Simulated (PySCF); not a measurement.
Removing an electron from 1,2-dichloropropane

Compound: 1,2-dichloropropane, C₃H₆Cl₂.
Cartesian coordinates in Å at the PBE0-D3(BJ)/def2-TZVP level; atoms count from 1:
```xyz
11
C3H6Cl2 angstrom
C      1.1479    0.2597    0.5693
C      0.0062    0.4251   -0.4021
Cl     0.6057    0.2409   -2.0872
C     -1.1048   -0.5894   -0.2370
Cl    -1.9292   -0.3710    1.3297
H      1.9213    1.0044    0.3825
H      1.5912   -0.7336    0.4741
H      0.7811    0.3836    1.5901
H     -0.4103    1.4316   -0.3501
H     -0.7117   -1.6051   -0.2622
H     -1.8576   -0.4710   -1.0130
```

Level: wB97X-D/aug-cc-pVTZ (PySCF). Frontier orbitals with their largest atomic shares (Löwdin; up to four atoms above 4 %):

| orbital | ε (eV) | main atoms |
| --- | --- | --- |
| HOMO−3 | -11.04 | Cl5 42 %, Cl3 36 %, C4 9 %, C2 7 % |
| HOMO−2 | -10.66 | Cl5 38 %, Cl3 28 %, C4 13 %, C2 10 % |
| HOMO−1 | -10.64 | Cl3 43 %, Cl5 34 %, C2 9 %, C4 8 % |
| HOMO | -10.47 | ? |
| LUMO | 0.91 | H6 24 %, H9 17 %, H8 14 %, H7 13 % |
| LUMO+1 | 1.12 | H10 28 %, H11 22 %, H6 18 %, C1 7 % |
| LUMO+2 | 1.13 | H9 24 %, H7 22 %, H11 17 %, C1 8 % |

Task: What vertical ionisation energy does ΔSCF give, and how far is −ε(HOMO) from it?

Result: ΔSCF: 10.90 eV (1052 kJ/mol; threshold wavelength 114 nm); ⟨S²⟩ of the doublet left behind is 0.756, against 0.75 for a pure doublet. −ε(HOMO) is 10.47 eV, 0.43 eV below it. For the exact functional −ε(HOMO) would equal the first vertical ionisation energy; wB97X-D (range-separated hybrid) falls short of its own ΔSCF value by 4 %. Holes in the HOMO−1 and HOMO−2 were tried too where these lie within 1.2 eV of the HOMO; the lowest converged state counts.

Task: On which atoms does the HOMO lie?

Result: Cl3 (alkyl chlorine) 39 %, Cl5 (alkyl chlorine) 32 %, C2 (sp3 C–Cl carbon) 11 %, C4 (sp3 C–Cl carbon) 10 %, so no atom holds as much as 40 %. The HOMO−1 lies 0.17 eV lower.

Task: How many of the 10 lowest singlet excitations (vertical TDDFT, same level) lie below the ionisation energy?

Result: All 10; they run from 7.30 to 8.61 eV.

Task: Shift the occupied levels rigidly so that −ε(HOMO) equals the ΔSCF value. What binding energies result?

Result: The shift is +0.43 eV: HOMO 10.90, HOMO−1 11.07, HOMO−2 11.09, HOMO−3 11.47 eV. A rigid shift is only a rough guide to the deeper ionisations.

Task: What total energies stand behind the ΔSCF value?

Result: E(N) = -1038.38198 Eh and E(N − 1) = -1037.98145 Eh at the same geometry, 0.40053 Eh apart.

Task: With α = 67.3 au, estimate the like-pair dispersion coefficient by London's formula C6 = (3/4)α²I.

Result: I = 0.4005 Eh, so C6 ≈ 1360 au, a rough estimate.

One conformer (not necessarily the lowest) at the PBE0-D3(BJ)/def2-TZVP geometry, without solvent, vibrations or thermal averaging.

Note: wB97X-D ran without an empirical dispersion term, which enters the total energy and its gradient alone.
